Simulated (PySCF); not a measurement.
# ORD: SMILES C[C@@H]1C[P@]1(=O)P, C$_{3}$H$_{8}$OP$_{2}$

Molfile (atoms numbered from 1):
```
C3H8OP2
     RDKit          3D

 14 14  0  0  0  0  0  0  0  0999 V2000
   -1.2786   -1.2349    0.2242 C   0  0  0  0  0  0  0  0  0  0  0  0
   -0.7745    0.1059    0.6799 C   0  0  2  0  0  0  0  0  0  0  0  0
   -0.6952    1.2228   -0.3998 C   0  0  0  0  0  0  0  0  0  0  0  0
    0.9004    0.6997    0.2910 P   0  0  1  0  0  5  0  0  0  0  0  0
    1.6808    1.5752    1.1854 O   0  0  0  0  0  0  0  0  0  0  0  0
    1.9777   -0.6137   -1.0674 P   0  0  0  0  0  0  0  0  0  0  0  0
   -1.1159   -1.9936    0.9877 H   0  0  0  0  0  0  0  0  0  0  0  0
   -0.7619   -1.5414   -0.6854 H   0  0  0  0  0  0  0  0  0  0  0  0
   -2.3469   -1.1844    0.0120 H   0  0  0  0  0  0  0  0  0  0  0  0
   -1.1607    0.4380    1.6390 H   0  0  0  0  0  0  0  0  0  0  0  0
   -1.0664    2.1978   -0.1137 H   0  0  0  0  0  0  0  0  0  0  0  0
   -0.9863    0.9225   -1.3958 H   0  0  0  0  0  0  0  0  0  0  0  0
    2.8407    0.4399   -1.3697 H   0  0  0  0  0  0  0  0  0  0  0  0
    2.7862   -1.0342   -0.0095 H   0  0  0  0  0  0  0  0  0  0  0  0
  1  2  1  0
  2  3  1  0
  3  4  1  0
  4  5  2  0
  4  6  1  6
  4  2  1  0
  1  7  1  0
  1  8  1  0
  1  9  1  0
  2 10  1  1
  3 11  1  0
  3 12  1  0
  6 13  1  0
  6 14  1  0
M  END
```

Method: TDDFT B3LYP/aug-cc-pVDZ circular dichroism and optical rotation, one conformer, gas phase (PySCF). Geometry: GFN2-xTB.

Stereocentres: C2 R, P4 S.

Give the optical rotatory dispersion at 633, 589.3, 546, 436, 405, 365, 355 nm.

[α] in deg dm⁻¹ (g/mL)⁻¹:
| λ (nm) | origin-invariant length gauge | modified velocity gauge | length gauge (centre of mass) | isotropic polarisability (au) |
| --- | --- | --- | --- | --- |
| 633 | -3.8 | -2.8 | -4.4 | 94.4 |
| 589.3 | -5.1 | -3.8 | -5.8 | 94.9 |
| 546 | -7.1 | -5.4 | -7.9 | 95.5 |
| 436 | -21.8 | -18.0 | -23.2 | 98.3 |
| 405 | -33.8 | -28.5 | -35.6 | 99.7 |
| 365 | -68.3 | -59.3 | -70.7 | 102.1 |
| 355 | -84.3 | -73.7 | -86.8 | 102.9 |

And for the mirror image at 589.3 nm?

+5.1 deg dm⁻¹ (g/mL)⁻¹ (origin-invariant length gauge): the same size and the opposite sign.

What is the molar rotation [Φ] = [α]·M/100 of the geometry above at 589.3 nm?

With M = 122.04 g/mol, -6.2 deg cm² dmol⁻¹ (origin-invariant length gauge).

The first excitation lies at 5.05 eV (246 nm) with R = -13.5 × 10⁻⁴⁰ esu² cm² (velocity form).
